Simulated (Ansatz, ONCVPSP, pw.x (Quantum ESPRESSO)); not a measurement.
## pw.x on diamond Si: one setting changed

Potential: optimised norm-conserving Vanderbilt (ONCV), ONCVPSP 4.0.1.1 (patched build), PBE; core [Ne], reference 3s2 3p0.5; waves: 3s: rc 1.55 bohr, ncon 4, nbas 9, qcut 5.1 1/bohr, 2 projectors, debl 2.9 Ha; 3p: rc 1.65 bohr, ncon 4, nbas 9, qcut 4.7 1/bohr, 2 projectors, debl 2 Ha; local part: polynomial inside 1.10 bohr (lpopt 5, dvloc0 6 Ha); core correction: Teter function, fcfact 3, rcfact 1.4.

The reference run (k-mesh 8³, cutoffs 50/200 Ry, Fermi–Dirac 0.01 Ry, mixing_beta 0.4, conv_thr 1e-9, no spin) gives 1.24 GPa at 20.463 Å³/atom, where all-electron LAPW gives -0.05 GPa. This run, with its own iteration cap, changes k-mesh shift to 1.

```
&control
  calculation='scf', prefix='x', pseudo_dir='./', outdir='./tmp', tstress=.true., disk_io='none'
/
&system
  ibrav=0, nat=2, ntyp=1, ecutwfc=50, ecutrho=200, nbnd=11,
  occupations='smearing', smearing='fd', degauss=0.01
/
&electrons
  conv_thr=1e-09, mixing_beta=0.4, electron_maxstep=60
/
ATOMIC_SPECIES
Si 1.0 Si.UPF
CELL_PARAMETERS angstrom
  0.00000000 2.73520428 2.73520428
  2.73520428 0.00000000 2.73520428
  2.73520428 2.73520428 0.00000000
ATOMIC_POSITIONS crystal
Si 0.0000 0.0000 0.0000
Si 0.2500 0.2500 0.2500
K_POINTS automatic
8 8 8 1 1 1
```

```bash
pw.x < Si.scf.in > Si.scf.out
```

Q: How does the run end?

A: It converges in 8 iterations; the free energy moves by -1.8 meV/atom and the pressure by +0.00 GPa.

```
Message from routine setup:
     using ibrav=0 with symmetry is DISCOURAGED, use correct ibrav instead
     lattice parameter (alat)  =       7.3098  a.u.
     unit-cell volume          =     276.1823 (a.u.)^3
     number of electrons       =         8.00
     number of Kohn-Sham states=           11
     kinetic-energy cutoff     =      50.0000  Ry
     charge density cutoff     =     200.0000  Ry
     scf convergence threshold =      1.0E-09
     Exchange-correlation= PBE
     number of k points=    60  Fermi-Dirac smearing, width (Ry)=  0.0100
     iteration #  1     ecut=    50.00 Ry     beta= 0.40
     total energy              =     -16.66524735 Ry
     estimated scf accuracy    <       0.16207404 Ry
     iteration #  2     ecut=    50.00 Ry     beta= 0.40
     total energy              =     -16.65215004 Ry
     estimated scf accuracy    <       0.04552423 Ry
     iteration #  3     ecut=    50.00 Ry     beta= 0.40
     total energy              =     -16.65549644 Ry
     estimated scf accuracy    <       0.00100590 Ry
     [... 2 iterations left out ...]
     iteration #  6     ecut=    50.00 Ry     beta= 0.40
     total energy              =     -16.65558695 Ry
     estimated scf accuracy    <       0.00000012 Ry
     iteration #  7     ecut=    50.00 Ry     beta= 0.40
     total energy              =     -16.65558696 Ry
     estimated scf accuracy    <       0.00000001 Ry
     iteration #  8     ecut=    50.00 Ry     beta= 0.40
     the Fermi energy is     6.4048 ev
!    total energy              =     -16.65558696 Ry
     estimated scf accuracy    <          1.5E-10 Ry
     smearing contrib. (-TS)   =      -0.00016493 Ry
     The total energy is F=E-TS. E is the sum of the following terms:
     one-electron contribution =       4.81260526 Ry
     hartree contribution      =       1.10695355 Ry
     xc contribution           =      -5.90012673 Ry
     ewald contribution        =     -16.67485410 Ry
     convergence has been achieved in   8 iterations
          total   stress  (Ry/bohr**3)                   (kbar)     P=       12.48
     Message from routine punch:
     Nothing written, as per user request (disk_io='none')
```

The run took about 27 s on one core of a shared host (Neoverse-N1, 64 threads, 124 GiB, load 52).
